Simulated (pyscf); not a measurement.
PySCF, gas phase, ωB97X-D3(BJ)/def2-SVP geometries.

Task: For H₃C–CH₂–ZnH + H₂Se → H₃C–CH₃ + HZn–SeH, a four-centre exchange (singlet surface; C–Zn, H–Se broken, C–H, Se–Zn formed), PBE/def2-TZVP gives ΔE‡ = 11.0 kcal/mol and ΔE = -34.5 kcal/mol (zero: the separated reactants). In which direction and how far do B3LYP-D3(BJ)/def2-TZVP, PBE0-D3(BJ)/def2-TZVP, ωB97M-D3(BJ)/def2-TZVP move these?

Result: B3LYP-D3(BJ): ΔE‡ = 14.1 kcal/mol, ΔE = -35.6 kcal/mol; PBE0-D3(BJ): ΔE‡ = 10.2 kcal/mol, ΔE = -36.2 kcal/mol; ωB97M-D3(BJ): ΔE‡ = 16.1 kcal/mol, ΔE = -35.2 kcal/mol. PBE's barrier lies among them. Its reaction energy lies over all of them, by 0.7 to 1.7 kcal/mol. On the reactant side the descent ends in an adduct with a Se–Zn contact, 7.0 kcal/mol under the separated species and 19.5 kcal/mol under the saddle at ωB97X-D3(BJ)/def2-TZVP. What is counted as formed (Se–Zn) is already present as a longer contact in the reactant adduct; forming that adduct is a step of its own. At ωB97X-D3(BJ)/def2-TZVP the barrier from the zero used here is 12.4 kcal/mol. This is the saddle that the search found; another between the same sides may lie lower. Elements up to Kr have no core potential and no relativistic terms here.
